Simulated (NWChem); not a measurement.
**Ionisation of dimethyl ether (C2H6O)**

```
O
C 1 1.3909
C 1 1.3909 2 113.18
H 2 1.0993 1 108.09 3 180.00
H 3 1.0993 1 108.09 2 180.00
H 2 1.1095 4 108.34 1 121.78
H 2 1.1095 4 108.34 6 116.44
H 3 1.1095 5 108.34 1 -121.78
H 3 1.1095 5 108.34 8 -116.44
```
Charge 0, spin multiplicity 1.

The numbers come from NWChem runs, not from measurements. Structure: optimised with PBE0/def2-SVP, a minimum by its harmonic frequencies.

Basis set: def2-TZVP. The species with one electron less has spin multiplicity 2 and keeps the geometry of the parent. Δ marks differences of total energies (open shells unrestricted). −ε marks an orbital energy of the parent. That orbital need not have the symmetry of the hole or added electron in the Δ rows.

B3LYP has NWChem's definition, with VWN1-RPA local correlation. No SCF solution was tested for a lower state.

Question: One of these methods gave a first vertical ionisation energy of 11.49 eV. Which?
(A) ΔPBE
(B) −ε(HOMO) of HF
(C) −ε(HOMO) of B3LYP
(D) −ε(HOMO) of PBE

Answer: B, −ε(HOMO) of HF. The others give 5.85 (−ε(HOMO) of PBE), 7.21 (−ε(HOMO) of B3LYP), 9.71 (ΔPBE).
